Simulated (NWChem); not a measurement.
## Correlation energy of tetrafluoroethylene (C2F4)

```xyz
6

F      1.0955     0.0000     1.3807
C      0.0000     0.0000     0.6647
F     -1.0955     0.0000     1.3807
C      0.0000     0.0000    -0.6647
F     -1.0955     0.0000    -1.3807
F      1.0955     0.0000    -1.3807
```
Charge 0, spin multiplicity 1.

All runs are NWChem calculations. All single points use one geometry, from PBE0/def2-SVP, a minimum by its harmonic frequencies.

Basis set: 6-31G*. Each correlation energy counts from its own Hartree-Fock reference.

The correlated methods keep 6 core orbitals frozen. The Pople sets run with spherical d functions. No row is a measurement; the coupled-cluster row has its own basis-set and correlation limits.

One of these methods gave a correlation energy of -916.8 mHa. Which?
A. MP2
B. SCS-MP2
C. CR-CCSD(T)
D. CR-CCSD[T]

A, MP2. The others give -877.7 (SCS-MP2), -950.2 (CR-CCSD[T]), -947.9 (CR-CCSD(T)).
